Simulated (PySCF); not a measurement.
**Gas-phase thermal properties of ethylsilane**

Computed with PySCF (xtb for GFN2) and rigid-rotor harmonic-oscillator thermochemistry at 1 bar. 6-31G* has spherical d functions here. All species are closed-shell singlets. B3LYP is the form with VWN-RPA correlation. The harmonic model lacks anharmonicity and excited electronic states, which grow with temperature; levels with a mode under 35 cm⁻¹ are left out. Internal rotation in ethylsilane is treated as a harmonic vibration of one conformer, which makes the entropy rough.

| level | point group | σ | ZPE (kJ/mol) | S°298 (J/mol/K) | Cp298 (J/mol/K) | S°1000 (J/mol/K) | H1000 − H298 (kJ/mol) |
|---|---|---|---|---|---|---|---|
| B3LYP/6-31G* | Cs | 1 | 237.6 | 298.0 | 84.8 | 460.8 | 101.8 |
| GFN2-xTB | Cs | 1 | 232.0 | 299.9 | 88.3 | 466.3 | 103.7 |
| HF/6-31G* | Cs | 1 | 252.6 | 294.7 | 80.1 | 450.2 | 97.5 |
| PBE/def2-SVP | Cs | 1 | 228.8 | 299.4 | 87.8 | 467.1 | 104.6 |
| PBE0/def2-TZVP | Cs | 1 | 235.8 | 298.2 | 85.5 | 462.3 | 102.5 |
σ: rotational symmetry number. Electronic degeneracy used: 1. Frequencies are unscaled.
